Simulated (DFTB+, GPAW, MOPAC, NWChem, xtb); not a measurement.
# CH3P (phosphethene): methods side by side

CH3P: 5 atoms, total charge 0, spin state singlet. SMILES: `C=P`. The shape is that of a GFN2-xTB optimisation.

```xyz
5

C    -0.2155   -0.4928    0.0910
P     0.7452    0.7767    0.5714
H    -0.3195   -1.3555    0.7292
H    -0.7609   -0.5268   -0.8368
H     0.5505    1.5984   -0.5548
```

Quantity: the dipole moment, in D. The values are calculated.

```csv
level,kind,program,value (D),CPU time
DFTB3-D3(BJ),semi-empirical,DFTB+,0.33,under 2 s
PM7,semi-empirical,MOPAC,2.49,under 2 s
GFN2-xTB,semi-empirical,xtb,1.22,under 2 s
GFN1-xTB,semi-empirical,xtb,0.62,under 2 s
HF/STO-3G,Hartree–Fock,NWChem,0.36,1.2 s
HF/3-21G,Hartree–Fock,NWChem,1.45,0.94 s
HF/def2-SVP,Hartree–Fock,NWChem,1.08,2.5 s
HCTH407/real-space grid (scalar-relativistic datasets + spin-orbit),GGA,GPAW,0.95,27 s
AM05/dzp (scalar-relativistic datasets),GGA,GPAW,0.86,26 s
PBE/def2-TZVP,GGA,NWChem,0.94,28 s
```

The values span 0.33 to 2.49 D. Magnitudes only. Sets without polarisation functions give poor dipoles. Without the sets that lack polarisation functions the rows with a basis span only 0.86 to 1.08 D. Times are those of the runs behind each value, whatever else they computed, on shared processors of several kinds: orders of magnitude only.
